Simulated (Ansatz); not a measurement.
# Structure relaxation of Rb₂CoAgF₆

All numbers below come from Ansatz 0.2.0, DFT PBE, scalar-relativistic, plane waves, PAW. Cutoff 420 eV, Γ-centred k mesh, Gaussian smearing, collinear spin, first started from parallel moments.

A relaxed cell is given with its space group left out.

```yaml
crystal:
  lattice:
    - [0.00000, 4.36122, 4.36122]
    - [4.36122, 0.00000, 4.36122]
    - [4.36122, 4.36122, 0.00000]
  atoms:
    - { symbol: Rb, position: [0.25000, 0.25000, 0.25000] }
    - { symbol: Rb, position: [0.75000, 0.75000, 0.75000] }
    - { symbol: Co, position: [0.00000, 0.00000, 0.00000] }
    - { symbol: Ag, position: [0.50000, 0.50000, 0.50000] }
    - { symbol: F, position: [0.22496, 0.22496, 0.77504] }
    - { symbol: F, position: [0.22496, 0.77504, 0.77504] }
    - { symbol: F, position: [0.77504, 0.77504, 0.22496] }
    - { symbol: F, position: [0.22496, 0.77504, 0.22496] }
    - { symbol: F, position: [0.77504, 0.22496, 0.77504] }
    - { symbol: F, position: [0.77504, 0.22496, 0.22496] }
```

Energies over the elements count from the elements' standard structures at the same level (F₂ as a molecule), with no empirical corrections.

Q: What space group does it have?

A: Fm-3m (No. 225). Conventional cell: a = 8.722 Å. Rb has 12 F at 3.09 Å; Co has 6 F at 1.96 Å; around Ag lie 6 F at 2.40 Å; around F lie 1 Co at 1.96 Å.

Q: What is its formation energy per atom?

A: -2.07 eV/atom.

Q: Is it a metal?

A: Yes, bands cross the Fermi level on the 8×8×8 mesh.

Q: What net moment does it keep?

A: 0.35 μB per atom, with site moments up to 2.78 μB.

The final run used a 8×8×8 mesh on its 10-atom cell and 0.10 eV smearing. For metals, differences of a few meV/atom aren't resolved.

Cost: 3 runs of about 5.3 core-minutes in all, on Arm Neoverse V2 (shared hosts).